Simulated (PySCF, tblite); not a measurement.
# CH3N: fragmentation of the cation

What do calculations give for the fragmentation of the cation of CH3N (`C=N`)?

Programs: tblite 0.8.0 and PySCF 2.14.0, with routines of our own; each step states its level. All values are computed. Atoms count from 0.

### 1 The system as given

5 atoms, charge 0, multiplicity 1; geometry from: start built from the parent or by distance geometry.

### 2 Geometry optimisation with GFN2-xTB

What the job is given:

```
{"job": {"kind": "relax", "xc": "GFN2-xTB", "basis": "xTB"}, "charge": 0, "multiplicity": 1}
C     -0.424200    -0.043500    -0.010000
N      0.740900    -0.474600    -0.060100
H     -1.282100    -0.698900    -0.058500
H     -0.582500     1.057200     0.063300
H      1.565200     0.165400     0.031000
```

Launch:

```bash
OMP_NUM_THREADS=1 python redox_run.py task.json out
```

This one command runs all jobs of the session in turn.

Output:

```text
step      E/eV     max force
  0    -177.73152    1.743
  1    -177.78931    1.156
  2    -177.81963    0.852
  3    -177.83759    0.357
  4    -177.84030    0.087
  5    -177.84055    0.077
  6    -177.84137    0.072
  7    -177.84149    0.052
  8    -177.84157    0.014
  9    -177.84158    0.012
 10    -177.84160    0.011
 11    -177.84161    0.009
```

Run time: 0.03 s. Hardware: 1 thread of Arm Neoverse V1, shared host.

Along the way:

```csv
step,energy from step 0 (eV),largest force (eV/Å)
0,0.0000,1.7433
1,-0.0578,1.1557
2,-0.0881,0.8525
3,-0.1061,0.3570
4,-0.1088,0.0868
5,-0.1090,0.0768
6,-0.1099,0.0724
7,-0.1100,0.0519
8,-0.1101,0.0143
9,-0.1101,0.0124
10,-0.1101,0.0112
11,-0.1101,0.0091
```

Distances of close pairs at the start and the end, largest changes first:

| bond | before (Å) | after (Å) | change (Å) |
| --- | --- | --- | --- |
| N1–H4 | 1.048 | 1.020 | -0.028 |
| C0–H3 | 1.114 | 1.096 | -0.018 |
| C0–N1 | 1.243 | 1.249 | +0.005 |
| C0–H2 | 1.081 | 1.084 | +0.003 |

The end geometry stands in the next job.

### 3 Vibrational analysis with GFN2-xTB

What the job is given:

```
{"job": {"kind": "ir", "xc": "GFN2-xTB", "basis": "xTB"}, "charge": 0, "multiplicity": 1}
C     -0.390347    -0.008436    -0.009543
N      0.751548    -0.512342    -0.041569
H     -1.238951    -0.679906    -0.066372
H     -0.631469     1.057766     0.070082
H      1.526463     0.148623     0.013032
```

Output:

```text
mode    cm-1     km/mol
  1    1008.7      0.00
  2    1020.4     28.90
  3    1098.3     51.86
  4    1308.3     59.08
  5    1437.1      2.16
  6    1748.9     69.87
  7    2867.6    127.69
  8    3039.9     32.95
  9    3309.9     20.31
ZPE 100.721  H(298)-E 110.935  G(298)-E 43.229 kJ/mol  S 227.09 J/(mol K)
```

Run time: 0.07 s. Hardware: 1 thread of Arm Neoverse V1, shared host.

Which atoms move in the most intense modes:

```csv
cm⁻¹,km/mol,atoms
1020,28.9,"H4 37 %, H2 29 %, H3 26 %"
1098,51.9,"H4 55 %, H2 38 %"
1308,59.1,"H4 49 %, N1 15 %, C0 15 %, H2 12 %"
1437,2.2,"H3 49 %, H2 44 %"
1749,69.9,"C0 54 %, N1 42 %"
2868,127.7,H3 93 %
3040,33.0,H2 93 %
3310,20.3,H4 93 %
```

### 4 Optimising the geometry with GFN2-xTB

This step treats CH3N+ (doublet), labelled `C=[NH+]` (the label fixes atoms and charge, not where charge and spin sit).

What the job is given:

```
{"job": {"kind": "relax", "xc": "GFN2-xTB", "basis": "xTB"}, "charge": 1, "multiplicity": 2}
C     -0.374100    -0.014600    -0.014800
N      0.740800    -0.503700    -0.064600
H     -1.221500    -0.687500    -0.063200
H     -0.634000     1.072400     0.049500
H      1.523200     0.144800     0.024400
```

Output:

```text
step      E/eV     max force
  0    -162.96052    2.113
  1    -163.02183    2.166
  2    -163.14052    1.462
  3    -163.21444    0.535
  4    -163.22307    0.523
  5    -163.24593    0.602
  6    -163.26106    0.706
  7    -163.27492    0.544
  8    -163.28362    0.210
  9    -163.28639    0.134
 10    -163.28743    0.147
 11    -163.28875    0.143
 12    -163.28958    0.119
 13    -163.28995    0.050
 14    -163.29005    0.031
 15    -163.29010    0.018
 16    -163.29012    0.010
```

Run time: 0.04 s. Hardware: 1 thread of Arm Neoverse V1, shared host.

Step by step:

```csv
step,energy from step 0 (eV),largest force (eV/Å)
0,0.0000,2.1127
1,-0.0613,2.1662
2,-0.1800,1.4624
3,-0.2539,0.5346
4,-0.2626,0.5232
5,-0.2854,0.6015
6,-0.3005,0.7056
7,-0.3144,0.5441
8,-0.3231,0.2100
9,-0.3259,0.1338
10,-0.3269,0.1469
11,-0.3282,0.1429
12,-0.3291,0.1185
13,-0.3294,0.0500
14,-0.3295,0.0314
15,-0.3296,0.0175
16,-0.3296,0.0095
```

Close pairs (by a distance rule), those that changed most:

```
 bond  before (Å)  after (Å)  change (Å)
C0–H2       1.083      1.106      +0.023
C0–N1       1.218      1.201      -0.017
C0–H3       1.119      1.113      -0.007
N1–H4       1.020      1.014      -0.007
```

The final coordinates are the input of the step that follows.

### 5 Infrared spectrum with GFN2-xTB

What the job is given:

```
{"job": {"kind": "ir", "xc": "GFN2-xTB", "basis": "xTB"}, "charge": 1, "multiplicity": 2}
C     -0.404477     0.025666    -0.015770
N      0.749200    -0.308557    -0.027139
H     -1.227602    -0.710837    -0.072539
H     -0.812527     1.058864     0.050012
H      1.729894    -0.053726    -0.003305
```

Output:

```text
mode    cm-1     km/mol
  1     553.6    218.66
  2     715.7     64.76
  3     838.9     32.96
  4     961.5    198.61
  5    1183.6    114.93
  6    1924.3      1.86
  7    2653.5    168.04
  8    2784.4    130.21
  9    3346.8    295.90
ZPE 89.494  H(298)-E 100.521  G(298)-E 30.313 kJ/mol  S 235.48 J/(mol K)
```

Run time: 0.07 s. Hardware: 1 thread of Arm Neoverse V1, shared host.

Which atoms move in the most intense modes:

| cm⁻¹ | km/mol | atoms |
| --- | --- | --- |
| 554 | 218.7 | H4 82 %, N1 12 % |
| 716 | 64.8 | H4 60 %, N1 16 %, H3 14 % |
| 839 | 33.0 | H3 40 %, H2 29 %, C0 22 % |
| 962 | 198.6 | H2 44 %, H3 25 %, C0 19 %, H4 12 % |
| 1184 | 114.9 | H2 53 %, H3 42 % |
| 2654 | 168.0 | H3 81 %, H2 11 % |
| 2784 | 130.2 | H2 82 %, H3 12 % |
| 3347 | 295.9 | H4 91 % |

### 6 Single point (CH₃N): M06-2X/def2-TZVP

Geometry: GFN2-xTB.

What the job is given:

```
{"job": {"kind": "sp", "xc": "M06-2X", "basis": "def2-TZVP", "grid": 3}, "charge": 0, "multiplicity": 1}
C     -0.390347    -0.008436    -0.009543
N      0.751548    -0.512342    -0.041569
H     -1.238951    -0.679906    -0.066372
H     -0.631469     1.057766     0.070082
H      1.526463     0.148623     0.013032
```

Output:

```text
coarse grid: 17720 points
cycle   1  E = -94.5958974456  dE =  1.456e-01  |g| = 2.980e-01  |ddm| = 1.482e+00
cycle   2  E = -94.5858078047  dE =  1.009e-02  |g| = 3.962e-01  |ddm| = 5.041e-01
cycle   3  E = -94.6184803959  dE = -3.267e-02  |g| = 2.940e-02  |ddm| = 2.639e-01
cycle   4  E = -94.6186930449  dE = -2.126e-04  |g| = 1.306e-02  |ddm| = 2.875e-02
cycle   5  E = -94.6187313487  dE = -3.830e-05  |g| = 3.095e-03  |ddm| = 1.137e-02
cycle   6  E = -94.6187340957  dE = -2.747e-06  |g| = 9.777e-04  |ddm| = 3.707e-03
final grid: 57448 points
cycle   7  E = -94.6191120259  dE = -2.721e-06  |g| = 1.407e-03  |ddm| = 7.933e-03
cycle   8  E = -94.6191116747  dE =  3.512e-07  |g| = 2.030e-03  |ddm| = 1.735e-03
cycle   9  E = -94.6191125131  dE = -8.383e-07  |g| = 1.084e-04  |ddm| = 1.017e-03
cycle  10  E = -94.6191125161  dE = -3.007e-09  |g| = 7.492e-05  |ddm| = 1.582e-04
converged SCF energy = -94.6191125161
```

It took 2 s on 1 thread of Arm Neoverse V1, shared host.

### 7 Single point (CH3N+ (doublet)): M06-2X/def2-TZVP

Geometry: GFN2-xTB, that of another charge or spin state.

What the job is given:

```
{"job": {"kind": "sp", "xc": "M06-2X", "basis": "def2-TZVP", "grid": 3}, "charge": 1, "multiplicity": 2}
C     -0.390347    -0.008436    -0.009543
N      0.751548    -0.512342    -0.041569
H     -1.238951    -0.679906    -0.066372
H     -0.631469     1.057766     0.070082
H      1.526463     0.148623     0.013032
```

Output:

```text
final grid: 57448 points
cycle   1  E = -94.1517479406  dE =  1.584e-02  |g| = 4.393e-01  |ddm| = 4.342e-01
cycle   2  E = -94.0666988247  dE =  8.505e-02  |g| = 6.075e-01  |ddm| = 4.569e-01
cycle   3  E = -94.2296654721  dE = -1.630e-01  |g| = 5.114e-02  |ddm| = 2.955e-01
cycle   4  E = -94.2313742727  dE = -1.709e-03  |g| = 1.712e-02  |ddm| = 3.643e-02
cycle   5  E = -94.2318953261  dE = -5.211e-04  |g| = 8.778e-03  |ddm| = 2.119e-02
cycle   6  E = -94.2321209163  dE = -2.256e-04  |g| = 3.090e-03  |ddm| = 1.888e-02
cycle   7  E = -94.2321583437  dE = -3.743e-05  |g| = 9.212e-04  |ddm| = 1.001e-02
cycle   8  E = -94.2321605784  dE = -2.235e-06  |g| = 4.352e-04  |ddm| = 1.599e-03
cycle   9  E = -94.2321613548  dE = -7.764e-07  |g| = 1.861e-04  |ddm| = 1.138e-03
cycle  10  E = -94.2321614776  dE = -1.228e-07  |g| = 7.176e-05  |ddm| = 4.766e-04
cycle  11  E = -94.2321614942  dE = -1.665e-08  |g| = 2.596e-05  |ddm| = 1.881e-04
cycle  12  E = -94.2321614961  dE = -1.899e-09  |g| = 8.036e-06  |ddm| = 6.352e-05
converged SCF energy = -94.2321614961
```

Wall time 5.2 s (1 thread of Arm Neoverse V1, shared host).

### 8 Single point (CH₃N): M06-2X/def2-TZVP

Geometry: GFN2-xTB, that of another charge or spin state.

What the job is given:

```
{"job": {"kind": "sp", "xc": "M06-2X", "basis": "def2-TZVP", "grid": 3}, "charge": 0, "multiplicity": 1}
C     -0.404477     0.025666    -0.015770
N      0.749200    -0.308557    -0.027139
H     -1.227602    -0.710837    -0.072539
H     -0.812527     1.058864     0.050012
H      1.729894    -0.053726    -0.003305
```

Output:

```text
coarse grid: 17720 points
cycle   1  E = -94.5679116387  dE =  2.312e-01  |g| = 3.116e-01  |ddm| = 1.550e+00
cycle   2  E = -94.5603550151  dE =  7.557e-03  |g| = 3.834e-01  |ddm| = 6.081e-01
cycle   3  E = -94.5900803561  dE = -2.973e-02  |g| = 3.505e-02  |ddm| = 3.111e-01
cycle   4  E = -94.5903543706  dE = -2.740e-04  |g| = 1.548e-02  |ddm| = 2.896e-02
cycle   5  E = -94.5904067707  dE = -5.240e-05  |g| = 2.677e-03  |ddm| = 1.386e-02
cycle   6  E = -94.5904089733  dE = -2.203e-06  |g| = 7.890e-04  |ddm| = 4.224e-03
final grid: 57448 points
cycle   7  E = -94.5907615729  dE = -2.341e-06  |g| = 8.185e-04  |ddm| = 6.492e-03
cycle   8  E = -94.5907615157  dE =  5.727e-08  |g| = 1.126e-03  |ddm| = 1.302e-03
cycle   9  E = -94.5907617666  dE = -2.510e-07  |g| = 7.497e-05  |ddm| = 5.831e-04
cycle  10  E = -94.5907617684  dE = -1.763e-09  |g| = 5.605e-05  |ddm| = 1.899e-04
converged SCF energy = -94.5907617684
```

Wall time 1.7 s (1 thread of Arm Neoverse V1, shared host).

### 9 Single point (CH₃N+ (doublet), C=[NH+]): M06-2X/def2-TZVP

Geometry: GFN2-xTB.

What the job is given:

```
{"job": {"kind": "sp", "xc": "M06-2X", "basis": "def2-TZVP", "grid": 3}, "charge": 1, "multiplicity": 2}
C     -0.404477     0.025666    -0.015770
N      0.749200    -0.308557    -0.027139
H     -1.227602    -0.710837    -0.072539
H     -0.812527     1.058864     0.050012
H      1.729894    -0.053726    -0.003305
```

Output:

```text
final grid: 57448 points
cycle   1  E = -94.1898378770  dE =  1.735e-03  |g| = 3.844e-01  |ddm| = 4.687e-01
cycle   2  E = -94.1447884745  dE =  4.505e-02  |g| = 4.929e-01  |ddm| = 3.761e-01
cycle   3  E = -94.2485398622  dE = -1.038e-01  |g| = 4.544e-02  |ddm| = 2.372e-01
cycle   4  E = -94.2497445686  dE = -1.205e-03  |g| = 1.340e-02  |ddm| = 3.107e-02
cycle   5  E = -94.2500408401  dE = -2.963e-04  |g| = 6.337e-03  |ddm| = 1.586e-02
cycle   6  E = -94.2501415662  dE = -1.007e-04  |g| = 1.846e-03  |ddm| = 1.253e-02
cycle   7  E = -94.2501532986  dE = -1.173e-05  |g| = 5.502e-04  |ddm| = 5.018e-03
cycle   8  E = -94.2501541196  dE = -8.210e-07  |g| = 2.457e-04  |ddm| = 9.770e-04
cycle   9  E = -94.2501543532  dE = -2.336e-07  |g| = 1.008e-04  |ddm| = 6.262e-04
cycle  10  E = -94.2501543852  dE = -3.202e-08  |g| = 3.416e-05  |ddm| = 2.398e-04
cycle  11  E = -94.2501543883  dE = -3.110e-09  |g| = 8.283e-06  |ddm| = 8.735e-05
converged SCF energy = -94.2501543883
```

Run time: 4.8 s. Hardware: 1 thread of Arm Neoverse V1, shared host.

### 10 Geometry optimisation with GFN2-xTB

This step treats CH₂N+, `C#[NH+]`.

What the job is given:

```
{"job": {"kind": "relax", "xc": "GFN2-xTB", "basis": "xTB"}, "charge": 1, "multiplicity": 1}
C     -0.374100    -0.014600    -0.014800
N      0.740800    -0.503700    -0.064600
H     -0.614000     1.050200     0.073300
H      1.524000     0.163200    -0.007600
```

Output:

```text
step      E/eV     max force
  0    -147.77308    6.105
  1    -147.31865   18.212
  2    -148.22410    2.264
  3    -148.42975    2.215
  4    -149.26997    2.065
  5    -149.72580    3.980
  6    -149.89337    2.272
  7    -150.16753    1.981
  8    -150.25966    1.515
  9    -150.30648    1.213
 10    -150.31314    0.946
 11    -150.32142    0.263
 12    -150.32261    0.150
 13    -150.32400    0.149
 14    -150.32493    0.105
 15    -150.32513    0.023
 16    -150.32515    0.001
```

Run time: 0.03 s. Hardware: 1 thread of Arm Neoverse V1, shared host.

Along the way: (the energy doesn't fall at every step)

| step | energy from step 0 (eV) | largest force (eV/Å) |
| --- | --- | --- |
| 0 | 0.0000 | 6.1047 |
| 1 | 0.4544 | 18.2115 |
| 2 | -0.4510 | 2.2637 |
| 3 | -0.6567 | 2.2151 |
| 4 | -1.4969 | 2.0645 |
| 5 | -1.9527 | 3.9795 |
| 6 | -2.1203 | 2.2722 |
| 7 | -2.3945 | 1.9811 |
| 8 | -2.4866 | 1.5148 |
| 9 | -2.5334 | 1.2135 |
| 10 | -2.5401 | 0.9460 |
| 11 | -2.5483 | 0.2625 |
| 12 | -2.5495 | 0.1496 |
| 13 | -2.5509 | 0.1494 |
| 14 | -2.5519 | 0.1047 |
| 15 | -2.5521 | 0.0234 |
| 16 | -2.5521 | 0.0014 |

Distances of close pairs at the start and the end, largest changes first:

```
 bond  before (Å)  after (Å)  change (Å)
C0–N1       1.218      1.133      -0.085
C0–H2       1.095      1.075      -0.020
N1–H3       1.030      1.016      -0.015
```

The final coordinates are the input of the step that follows.

### 11 Vibrational analysis with GFN2-xTB

What the job is given:

```
{"job": {"kind": "ir", "xc": "GFN2-xTB", "basis": "xTB"}, "charge": 1, "multiplicity": 1}
C     -0.186512     0.393582     0.016876
N      0.851937    -0.057636    -0.024767
H     -1.171263     0.821872     0.056373
H      1.782501    -0.462662    -0.062189
```

Output:

```text
mode    cm-1     km/mol
  1     591.8     67.82
  2     592.1     67.82
  3     826.1    188.56
  4     826.2    188.53
  5    2254.9     20.58
  6    3119.7    472.53
  7    3371.6    260.19
ZPE 69.278  H(298)-E 79.192  G(298)-E 17.560 kJ/mol  S 206.72 J/(mol K)
```

Wall time 0.07 s (1 thread of Arm Neoverse V1, shared host).

Which atoms move in the most intense modes:

```
cm⁻¹  km/mol                               atoms
 592    67.8  H3 52 %, N1 21 %, C0 15 %, H2 12 %
 592    67.8  H3 52 %, N1 21 %, C0 15 %, H2 12 %
 826   188.6                    H2 63 %, H3 26 %
 826   188.5                    H2 63 %, H3 26 %
2255    20.6           C0 38 %, N1 36 %, H2 17 %
3120   472.5           H2 74 %, C0 15 %, H3 11 %
3372   260.2                    H3 77 %, N1 14 %
```

### 12 Single point (CH2N+, C#[NH+], multiplicity 1): M06-2X/def2-TZVP

Geometry: GFN2-xTB.

What the job is given:

```
{"job": {"kind": "sp", "xc": "M06-2X", "basis": "def2-TZVP", "grid": 3}, "charge": 1, "multiplicity": 1}
C     -0.186512     0.393582     0.016876
N      0.851937    -0.057636    -0.024767
H     -1.171263     0.821872     0.056373
H      1.782501    -0.462662    -0.062189
```

Output:

```text
coarse grid: 15248 points
cycle   1  E = -93.6768678283  dE =  5.927e-01  |g| = 2.746e-01  |ddm| = 1.540e+00
cycle   2  E = -93.6903242980  dE = -1.346e-02  |g| = 2.348e-01  |ddm| = 3.303e-01
cycle   3  E = -93.6994849529  dE = -9.161e-03  |g| = 1.114e-01  |ddm| = 1.438e-01
cycle   4  E = -93.7018553240  dE = -2.370e-03  |g| = 1.864e-02  |ddm| = 5.251e-02
cycle   5  E = -93.7019217670  dE = -6.644e-05  |g| = 2.532e-03  |ddm| = 1.016e-02
cycle   6  E = -93.7019229973  dE = -1.230e-06  |g| = 3.438e-04  |ddm| = 2.107e-03
final grid: 47640 points
cycle   7  E = -93.7021503219  dE = -2.159e-06  |g| = 6.141e-04  |ddm| = 9.443e-03
cycle   8  E = -93.7021502636  dE =  5.826e-08  |g| = 8.997e-04  |ddm| = 7.788e-04
cycle   9  E = -93.7021504204  dE = -1.568e-07  |g| = 6.387e-05  |ddm| = 3.765e-04
cycle  10  E = -93.7021504219  dE = -1.454e-09  |g| = 1.575e-05  |ddm| = 6.738e-05
converged SCF energy = -93.7021504219
```

Wall time 1.3 s (1 thread of Arm Neoverse V1, shared host).

### 13 Geometry optimisation with GFN2-xTB

This step treats CH2N+.

What the job is given:

```
{"job": {"kind": "relax", "xc": "GFN2-xTB", "basis": "xTB"}, "charge": 1, "multiplicity": 1}
C     -0.374100    -0.014600    -0.014800
N      0.740800    -0.503700    -0.064600
H     -1.221500    -0.687500    -0.063200
H     -0.634000     1.072400     0.049500
```

Output:

```text
step      E/eV     max force
  0    -147.38754    5.325
  1    -147.04871   12.790
  2    -147.53385    1.654
  3    -147.55104    0.659
  4    -147.57118    1.056
  5    -147.59156    1.561
  6    -147.62955    1.504
  7    -147.64614    0.742
  8    -147.65016    0.179
  9    -147.65129    0.183
 10    -147.65276    0.288
 11    -147.65451    0.297
 12    -147.65582    0.169
 13    -147.65638    0.092
 14    -147.65669    0.113
 15    -147.65695    0.097
 16    -147.65708    0.038
 17    -147.65712    0.020
 18    -147.65713    0.013
 19    -147.65713    0.005
```

It took 0.04 s on 1 thread of Arm Neoverse V1, shared host.

Along the way: (the energy doesn't fall at every step)

| step | energy from step 0 (eV) | largest force (eV/Å) |
| --- | --- | --- |
| 0 | 0.0000 | 5.3249 |
| 1 | 0.3388 | 12.7898 |
| 2 | -0.1463 | 1.6541 |
| 3 | -0.1635 | 0.6585 |
| 4 | -0.1836 | 1.0557 |
| 5 | -0.2040 | 1.5605 |
| 6 | -0.2420 | 1.5041 |
| 7 | -0.2586 | 0.7417 |
| 8 | -0.2626 | 0.1790 |
| 9 | -0.2637 | 0.1832 |
| 10 | -0.2652 | 0.2877 |
| 11 | -0.2670 | 0.2969 |
| 12 | -0.2683 | 0.1687 |
| 13 | -0.2688 | 0.0922 |
| 14 | -0.2691 | 0.1134 |
| 15 | -0.2694 | 0.0973 |
| 16 | -0.2695 | 0.0380 |
| 17 | -0.2696 | 0.0197 |
| 18 | -0.2696 | 0.0130 |
| 19 | -0.2696 | 0.0051 |

Distances of close pairs at the start and the end, largest changes first:

| bond | before (Å) | after (Å) | change (Å) |
| --- | --- | --- | --- |
| C0–N1 | 1.218 | 1.158 | -0.061 |
| C0–H2 | 1.083 | 1.127 | +0.044 |
| C0–H3 | 1.119 | 1.127 | +0.008 |

The final coordinates are the input of the step that follows.

### 14 Vibrational analysis with GFN2-xTB

What the job is given:

```
{"job": {"kind": "ir", "xc": "GFN2-xTB", "basis": "xTB"}, "charge": 1, "multiplicity": 1}
C     -0.256928    -0.077740    -0.026911
N      0.822950    -0.493906    -0.061010
H     -1.303893    -0.494863    -0.048229
H     -0.750880     0.933136     0.043040
```

Output:

```text
mode    cm-1     km/mol
  1     476.9    136.26
  2     682.2    365.49
  3     779.5    223.29
  4    2103.9      1.44
  5    2423.1    417.33
  6    2695.7    263.01
ZPE 54.796  H(298)-E 65.885  G(298)-E 0.097 kJ/mol  S 220.65 J/(mol K)
```

It took 0.06 s on 1 thread of Arm Neoverse V1, shared host.

Which atoms move in the most intense modes:

```csv
cm⁻¹,km/mol,atoms
477,136.3,"H2 32 %, H3 32 %, C0 27 %"
682,365.5,"H3 48 %, H2 48 %"
780,223.3,"H3 32 %, H2 32 %, C0 31 %"
2104,1.4,"N1 46 %, C0 35 %"
2423,417.3,"H3 47 %, H2 47 %"
2696,263.0,"H2 40 %, H3 39 %, C0 18 %"
```

### 15 Single point (CH2N+, multiplicity 1): M06-2X/def2-TZVP

Geometry: GFN2-xTB.

What the job is given:

```
{"job": {"kind": "sp", "xc": "M06-2X", "basis": "def2-TZVP", "grid": 3}, "charge": 1, "multiplicity": 1}
C     -0.256928    -0.077740    -0.026911
N      0.822950    -0.493906    -0.061010
H     -1.303893    -0.494863    -0.048229
H     -0.750880     0.933136     0.043040
```

Output:

```text
coarse grid: 15248 points
cycle   1  E = -93.5255229919  dE =  6.230e-01  |g| = 3.353e-01  |ddm| = 1.436e+00
cycle   2  E = -93.5478422648  dE = -2.232e-02  |g| = 3.005e-01  |ddm| = 4.519e-01
cycle   3  E = -93.5630712854  dE = -1.523e-02  |g| = 1.501e-01  |ddm| = 1.929e-01
cycle   4  E = -93.5675809728  dE = -4.510e-03  |g| = 3.012e-02  |ddm| = 7.622e-02
cycle   5  E = -93.5678068058  dE = -2.258e-04  |g| = 4.875e-03  |ddm| = 1.988e-02
cycle   6  E = -93.5678212411  dE = -1.444e-05  |g| = 1.778e-03  |ddm| = 5.296e-03
cycle   7  E = -93.5678231792  dE = -1.938e-06  |g| = 3.430e-04  |ddm| = 2.132e-03
final grid: 47640 points
cycle   8  E = -93.5680262595  dE = -1.332e-06  |g| = 3.684e-04  |ddm| = 5.515e-03
cycle   9  E = -93.5680262699  dE = -1.035e-08  |g| = 4.425e-04  |ddm| = 5.434e-04
cycle  10  E = -93.5680263129  dE = -4.297e-08  |g| = 1.128e-04  |ddm| = 2.317e-04
cycle  11  E = -93.5680263173  dE = -4.403e-09  |g| = 1.928e-05  |ddm| = 8.938e-05
converged SCF energy = -93.5680263173
```

Run time: 1.4 s. Hardware: 1 thread of Arm Neoverse V1, shared host.

### 16 Relaxing the molecule with GFN2-xTB

This step treats CH₂N+ (triplet).

What the job is given:

```
{"job": {"kind": "relax", "xc": "GFN2-xTB", "basis": "xTB"}, "charge": 1, "multiplicity": 3}
C     -0.240700    -0.083900    -0.032200
N      0.812200    -0.485300    -0.084000
H     -1.286400    -0.502500    -0.045000
H     -0.753400     0.947800     0.022400
```

Output:

```text
step      E/eV     max force
  0    -144.66453    8.575
  1    -144.14980    8.859
  2    -144.93772    4.301
  3    -144.99827    5.844
  4    -145.13805    1.016
  5    -145.19749    0.828
  6    -145.31724    0.534
  7    -145.32061    0.176
  8    -145.32156    0.098
  9    -145.32170    0.052
 10    -145.32172    0.013
 11    -145.32172    0.008
```

Run time: 0.02 s. Hardware: 1 thread of Arm Neoverse V1, shared host.

Relaxation path: (the energy doesn't fall at every step)

```
step  energy from step 0 (eV)  largest force (eV/Å)
   0                   0.0000                8.5747
   1                   0.5147                8.8593
   2                  -0.2732                4.3012
   3                  -0.3337                5.8440
   4                  -0.4735                1.0159
   5                  -0.5330                0.8277
   6                  -0.6527                0.5341
   7                  -0.6561                0.1755
   8                  -0.6570                0.0984
   9                  -0.6572                0.0524
  10                  -0.6572                0.0127
  11                  -0.6572                0.0081
```

Close pairs (by a distance rule), those that changed most:

| bond | before (Å) | after (Å) | change (Å) |
| --- | --- | --- | --- |
| C0–N1 | 1.128 | 1.195 | +0.067 |
| C0–H3 | 1.153 | 1.129 | -0.025 |
| C0–H2 | 1.126 | 1.129 | +0.002 |

The next job starts from the end point, and lists it.

[end of part 1 of 3]
